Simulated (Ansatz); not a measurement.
Structure relaxation of CaTl2

Method: DFT PBE, scalar-relativistic, plane waves, PAW (Ansatz 0.2.0). Cutoff 420 eV, Γ-centred k mesh, Gaussian smearing, no spin polarisation in the final step.

CaTl2 was placed on the Cu2Sb structure type (P4/nmm, No. 129), with Ca in place of Sb, Tl in place of Cu, at a guessed volume.

```
CELL_PARAMETERS angstrom
4.71408 0.00000 0.00000
0.00000 4.71408 0.00000
0.00000 0.00000 7.19275
ATOMIC_POSITIONS crystal
Ca 0.00000 0.50000 0.70000
Ca 0.50000 0.00000 0.30000
Tl 0.00000 0.00000 0.00000
Tl 0.50000 0.50000 0.00000
Tl 0.00000 0.50000 0.27000
Tl 0.50000 0.00000 0.73000
```

Cell and atoms relax at zero pressure; the relaxation can't lower the symmetry of the start. After a coarse first stage the cell is made exact in the group found at 0.06 Å.

Formation energies are uncorrected and refer to the elements' standard structures at the same level.

(1) What does it relax into?

(2) What are its volume, energy, density and gap?

Results:

(1) It keeps P4/nmm (No. 129). The result has the Cu2Sb structure. Conventional cell: a = 4.876 Å, c = 7.836 Å. Ca is coordinated by 9 Tl at 3.25–3.45 Å; Tl on Wyckoff site a (2 atoms of the primitive cell) is coordinated by 8 Tl at 3.28–3.45 Å and 4 Ca at 3.41 Å; Tl on Wyckoff site c (2 atoms of the primitive cell) has 1 Ca at 3.25 Å, 4 Tl at 3.28 Å and 4 Ca at 3.45 Å.

```
Ca Tl
1.0
     4.87554    0.00000    0.00000
     0.00000    4.87554    0.00000
     0.00000    0.00000    7.83556
Ca Tl
2 4
Direct
  0.00000 0.50000 0.69562
  0.50000 0.00000 0.30438
  0.00000 0.00000 0.00000
  0.50000 0.50000 0.00000
  0.00000 0.50000 0.28095
  0.50000 0.00000 0.71905
```

(2) The volume per atom is 31.04 Å³. The density is 8.00 g/cm³ and the energy over the elements is -0.26 eV/atom. The gap on the 8×8×6 mesh is 0 eV (a metal).

The final run used a 8×8×6 mesh on its 6-atom cell and 0.10 eV smearing. The k mesh leaves about 4 meV/atom of noise in metals. Spin–orbit coupling is left out. A structure relaxed within its symmetry needn't be a true minimum. The steps took of the order of 2.9 core-minutes in all.